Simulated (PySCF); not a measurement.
## Molecular orbitals of AlF⁺

PBE0 at R = 1.606 Å; PySCF, no relativity, basis sets Al def2-TZVP, F def2-TZVP. State: ²Σ⁺ (doublet), unpaired electrons σ ↑. Only the outer orbitals are listed, counted within each symmetry.

```json
{"spin": "α", "orbital": "5σ", "occ.": "1", "ε (eV)": "-39.36", "on Al (%)": "9", "main shells (%)": "90 F s"}
{"spin": "α", "orbital": "6σ", "occ.": "1", "ε (eV)": "-20.42", "on Al (%)": "21", "main shells (%)": "74 F p, 18 Al s"}
{"spin": "α", "orbital": "2π", "occ.": "1", "ε (eV)": "-18.67", "on Al (%)": "9", "main shells (%)": "91 F p"}
{"spin": "α", "orbital": "2π", "occ.": "1", "ε (eV)": "-18.67", "on Al (%)": "9", "main shells (%)": "91 F p"}
{"spin": "α", "orbital": "7σ", "occ.": "1", "ε (eV)": "-15.79", "on Al (%)": "91", "main shells (%)": "69 Al s, 21 Al p, 9 F p"}
{"spin": "α", "orbital": "3π", "occ.": "0", "ε (eV)": "-8.58", "on Al (%)": "97", "main shells (%)": "92 Al p"}
{"spin": "α", "orbital": "3π", "occ.": "0", "ε (eV)": "-8.58", "on Al (%)": "97", "main shells (%)": "92 Al p"}
{"spin": "α", "orbital": "8σ", "occ.": "0", "ε (eV)": "-6.11", "on Al (%)": "98", "main shells (%)": "62 Al p, 28 Al d, 8 Al s"}
{"spin": "β", "orbital": "5σ", "occ.": "1", "ε (eV)": "-39.14", "on Al (%)": "9", "main shells (%)": "90 F s"}
{"spin": "β", "orbital": "6σ", "occ.": "1", "ε (eV)": "-19.85", "on Al (%)": "20", "main shells (%)": "76 F p, 15 Al s"}
{"spin": "β", "orbital": "2π", "occ.": "1", "ε (eV)": "-18.62", "on Al (%)": "9", "main shells (%)": "91 F p"}
{"spin": "β", "orbital": "2π", "occ.": "1", "ε (eV)": "-18.62", "on Al (%)": "9", "main shells (%)": "91 F p"}
{"spin": "β", "orbital": "7σ", "occ.": "0", "ε (eV)": "-11.89", "on Al (%)": "94", "main shells (%)": "80 Al s, 12 Al p"}
{"spin": "β", "orbital": "3π", "occ.": "0", "ε (eV)": "-7.15", "on Al (%)": "98", "main shells (%)": "96 Al p"}
{"spin": "β", "orbital": "3π", "occ.": "0", "ε (eV)": "-7.15", "on Al (%)": "98", "main shells (%)": "96 Al p"}
```

Problem. Which are the highest filled and the lowest empty level, where do they sit, and how wide is the gap?

Solution. Highest filled α 7σ at -15.79 eV (in %: 69 Al s, 21 Al p, 9 F p); lowest empty β 7σ at -11.89 eV (in %: 80 Al s, 12 Al p); the gap at PBE0 is 3.90 eV.

* bond order (Mayer): 1.37
* ⟨S²⟩: 0.751
* charge on Al (Mulliken, basis-dependent): 1.16
* charge on Al (Löwdin, basis-dependent): 0.93
* dipole moment (positive dipole points towards F; it is taken about the centre of mass and depends on that origin): -5.34 D
* polarisability along the bond: 19.5 bohr³
* polarisability across the bond: 21.2 bohr³

The state is the lowest determinant that a PBE0 search found; another state may lie lower at other levels.
